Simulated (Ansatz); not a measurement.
I need a test of scalar relativity of CCl (charge +1). Use the Python package of Ansatz (0.2.0). Use (for the species named): Hartree-Fock, cc-pVTZ basis, multiplicity 1.

```
atom   x (Å)   y (Å)   z (Å)
   C  0.0000  0.0000  0.0000
  Cl  0.0000  0.0000  1.7800
```

Script `x2c_ccl.py`:
```python
# -*- coding: utf-8 -*-
'''CCl(+) with and without the spin-free two-component Hamiltonian.'''

import logging
import sys

import ansatz as az
import numpy as np

logging.basicConfig(stream=sys.stdout, format='[%(levelname)s] %(message)s')
log = logging.getLogger('run')
log.setLevel(logging.INFO)

mol = (
    az.Crystal.molecule()
    .atom('C', (0.0, 0.0, 0.0))
    .atom('Cl', (0.0, 0.0, 1.78))
)

model = mol.calculation().functional('hf').charge(1).forces()
# a set contracted for a scalar-relativistic Hamiltonian goes with the relativistic run
sets = {'none': 'cc-pVTZ', 'scalar': 'cc-pVTZ-DK'}
found = {kind: model.basis(gaussian=basis).pseudopotentials(relativity=kind).run(threads=1, backend='cpu').report for kind, basis in sets.items()}
for kind, each in found.items():
    dipole = 4.803205 * np.linalg.norm(each['charge_distribution']['dipole_moment_e_ang'])
    log.info(f'{kind:7s} E = {each["free_energy_ev"]:.4f} eV  dipole {dipole:.3f} D  largest force component {np.abs(each["forces_ev_ang"]).max():.4f} eV/A')
log.info(f'relativity lowers the total energy by {found["none"]["free_energy_ev"] - found["scalar"]["free_energy_ev"]:.3f} eV')
```

```console
$ python x2c_ccl.py
[INFO] none    E = -13521.2014 eV  dipole 2.146 D  largest force component 6.8583 eV/A
[INFO] scalar  E = -13559.9561 eV  dipole 2.139 D  largest force component 6.8512 eV/A
[INFO] relativity lowers the total energy by 38.755 eV
```

What to keep in mind:
- Total energies depend on the basis set; only differences at equal settings carry meaning.
- The geometry is a force-field or estimated start, not a minimum of this method. The basis set changes with the Hamiltonian (a set recontracted for scalar relativity), and most of the change in the total lies in the cores.
- An ion's dipole depends on the origin; the program takes it about the centre of nuclear charge.
- The spin state was assumed, and another may lie lower.
- Finished in 1.2 s on 1 thread of Arm Neoverse V1 (shared host), peak memory 0.16 GiB.
